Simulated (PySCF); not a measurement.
# H4N: the cost of one run

Computed with PySCF 2.14.0. Level: levels as typed in each script, gas phase, geometry from GFN2-xTB.

## Step 1: The starting structure

5 atoms, charge 1, spin multiplicity 1.

Bond lengths: N1–H2 1.030 Å, N1–H3 1.030 Å, N1–H4 1.030 Å, N1–H5 1.030 Å. Angles: H2–N1–H3 109.5°, H2–N1–H4 109.5°, H2–N1–H5 109.5°, H3–N1–H4 109.5°, H3–N1–H5 109.5°, H4–N1–H5 109.5°.

Coordinates:

```
N     0.00000   -0.00001    0.00000
H     0.82505   -0.59439    0.16112
H    -0.82505   -0.59440   -0.16113
H    -0.16113    0.59442    0.82502
H     0.16112    0.59442   -0.82502
```

## Step 2: Removing and adding an electron (PBE0/def2-svp)

Input file input.py:

```python
import numpy as np
from pyscf import gto, scf, dft
from pyscf.scf import atom_ks, atom_hf
from scipy.linalg import block_diag

def solve(mol, dm0=None, hcore=None):
    mf = (dft.UKS if mol.spin else dft.RKS)(mol, xc='pbe0')
    mf.grids.level = 3
    mf = mf.density_fit(auxbasis='def2-universal-jkfit')
    mf.conv_tol, mf.max_cycle = 1e-8, 80
    if hcore is not None:
        mf.get_hcore = lambda *args: hcore
    mf.kernel(dm0)
    if not mf.converged:
        mf = mf.newton().run(mf.mo_coeff, mf.mo_occ, max_cycle=30)
    assert mf.converged, 'SCF not converged'
    return mf

mol = gto.M(atom='''
N      0.00000    -0.00001     0.00000
H      0.82505    -0.59439     0.16112
H     -0.82505    -0.59440    -0.16113
H     -0.16113     0.59442     0.82502
H      0.16112     0.59442    -0.82502
''', basis='def2-svp', charge=1, spin=0, verbose=4)
mf = solve(mol)
out = dict(e0=mf.e_tot, dm0=mf.make_rdm1(), c=mf.mo_coeff, occ=mf.mo_occ, eps=mf.mo_energy)
for name, dq, spin in [('cation', 1, 1), ('anion', -1, 1)]:
    ion = mol.copy().set(charge=mol.charge + dq, spin=spin).build()
    mi = solve(ion)
    if spin and dq > 0 and mol.nao < 130:
        c, _, stable, _ = mi.stability(return_status=True)
        if not stable:
            mi = solve(ion, mi.make_rdm1(c, mi.mo_occ))
    print(name, 'vertical energy change / eV', (mi.e_tot - mf.e_tot) * 27.211386)
    out.update({'e_' + name: mi.e_tot, 'dm_' + name: mi.make_rdm1(), 's2_' + name: mi.spin_square()[0], 'eps_' + name: mi.mo_energy, 'occ_' + name: mi.mo_occ})
# spherically averaged free atoms, for the promolecule
atm = atom_ks.get_atm_nrks(mol, xc='pbe0')
pro = block_diag(*[(atm[a[0]][2] * atm[a[0]][3]) @ atm[a[0]][2].T for a in mol._atom])
np.savez('result.npz', pro=pro, **out)
```

On the command line:

```console
OMP_NUM_THREADS=1 python input.py
```

What time and memory should one allow on 1 thread of Intel Xeon Platinum 8259CL at 2.50GHz (Skylake/Cascade Lake), shared host?

About 15 s, with a peak of 0.26 GiB.
